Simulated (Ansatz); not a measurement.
# A ladder of methods for AlH2SF (SMILES [F][AlH][SH])

The species is AlH2SF (5 atoms), meant as a singlet with charge 0. SMILES: `[F][AlH][SH]`. The shape is that of a PBE0-D4/def2-TZVP optimisation. This is one conformer, not always the lowest.

Quantity: the electronic atomisation energy, in eV. The values are calculated. Electronic energies at fixed atoms, without zero-point motion or spin-orbit coupling.

```tsv
level	kind	program	value (eV)	less CCSD(T)/STO-3G
HF/STO-3G	Hartree–Fock	Ansatz	14.95	-1.83
PBE/STO-3G	GGA	Ansatz	20.76	+3.98
r2SCAN/STO-3G	meta-GGA	Ansatz	20.41	+3.63
B3LYP/STO-3G	global hybrid	Ansatz	20.03	+3.25
r2SCAN0/STO-3G	hybrid meta-GGA	Ansatz	19.62	+2.84
CAM-B3LYP/STO-3G	range-separated hybrid	Ansatz	19.99	+3.21
B2PLYP/STO-3G	double hybrid	Ansatz	18.70	+1.92
RPA@PBE/STO-3G	RPA	Ansatz	15.73	-1.05
BCCD(T)/STO-3G	coupled cluster or CI	Ansatz	16.78	0.00
CCSD(T)/STO-3G	coupled cluster or CI	Ansatz	16.78	0.00
```

Differences are taken from CCSD(T)/STO-3G for orientation; it has basis-set and higher-order errors of its own. The values span 14.95 to 20.76 eV. All rows use very small basis sets, so even the best lies far from the true value.
